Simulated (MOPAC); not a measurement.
MOPAC input (MNDO):

```
MNDO 1SCF GEO-OK AUX(PRECISION=9) THREADS=1
C2H3N

C    -0.00552043 1    0.00459894 1   -1.17388509 1
C     0.00131904 1   -0.00109886 1    0.28048569 1
N     0.00672398 1   -0.00560159 1    1.42981145 1
H    -0.00547550 1    1.02956237 1   -1.54542667 1
H     0.87817519 1   -0.50722791 1   -1.55560292 1
H    -0.89455918 1   -0.50412383 1   -1.54725412 1
```

From the last part of the output:

```
                                                       MOPAC v23.2.5 Linux

          FINAL HEAT OF FORMATION =         20.05198 KCAL/MOL =      83.89750 KJ/MOL

          COSMO AREA              =         81.54 SQUARE ANGSTROMS
          COSMO VOLUME            =         62.81 CUBIC ANGSTROMS

          IONIZATION POTENTIAL    =         12.922269 EV
          HOMO LUMO ENERGIES (EV) =        -12.922  1.691
          NO. OF FILLED LEVELS    =          8
          MOLECULAR WEIGHT        =         41.0524         POINT GROUP:  C3v

          MOLECULAR DIMENSIONS (Angstroms)

            Atom       Atom       Distance
            H     6    N     3     3.15020
            H     4    H     5     1.77276
            N     3    H     4     1.45196

          SCF CALCULATIONS        =          1

   ATOM   CHEMICAL          X               Y               Z
  NUMBER   SYMBOL      (ANGSTROMS)     (ANGSTROMS)     (ANGSTROMS)

     1       C         -0.00552043  *   0.00459894  *  -1.17388509  *
     2       C          0.00131904  *  -0.00109886  *   0.28048569  *
     3       N          0.00672398  *  -0.00560159  *   1.42981145  *
     4       H         -0.00547550  *   1.02956237  *  -1.54542667  *
     5       H          0.87817519  *  -0.50722791  *  -1.55560292  *
     6       H         -0.89455918  *  -0.50412383  *  -1.54725412  *

                             CARTESIAN COORDINATES

   1    C       -0.005520430     0.004598940    -1.173885090
   2    C        0.001319040    -0.001098860     0.280485690
   3    N        0.006723980    -0.005601590     1.429811450
   4    H       -0.005475500     1.029562370    -1.545426670
   5    H        0.878175190    -0.507227910    -1.555602920
   6    H       -0.894559180    -0.504123830    -1.547254120

           Empirical Formula: C2 H3 N  =     6 atoms

      MOLECULAR POINT GROUP   :   C3v

                  EIGENVALUES
 -38.94447 -32.23108 -18.52002 -15.57692 -15.57692 -14.09126 -12.92227 -12.92227
   1.69108   1.69108   3.65019   3.78226   3.78226   4.96108   7.37937

              NET ATOMIC CHARGES AND DIPOLE CONTRIBUTIONS

  ATOM NO.   TYPE          CHARGE      No. of ELECS.   s-Pop       p-Pop
    1          C           0.136567        3.8634     1.17891     2.68452
    2          C          -0.115044        4.1150     1.27616     2.83888
    3          N          -0.080356        5.0804     1.81582     3.26453
    4          H           0.019611        0.9804     0.98039
    5          H           0.019611        0.9804     0.98039
    6          H           0.019611        0.9804     0.98039
 DIPOLE           X         Y         Z       TOTAL
 POINT-CHG.    -0.009     0.008    -1.915     1.915
 HYBRID        -0.003     0.003    -0.715     0.715
 SUM           -0.012     0.010    -2.630     2.630

          ATOMIC ORBITAL ELECTRON POPULATIONS

     Atom    s        px        py        pz
    1  C   1.17891   0.93902   0.93902   0.80648
    2  C   1.27616   0.94382   0.94382   0.95124
    3  N   1.81582   1.06711   1.06711   1.13032
    4  H   0.98039
    5  H   0.98039
    6  H   0.98039

 **********************
 *                    *
 * JOB ENDED NORMALLY *
 *                    *
 **********************

 == MOPAC DONE ==
```

The geometry given is a B3LYP-D3(BJ)/def2-TZVP minimum.
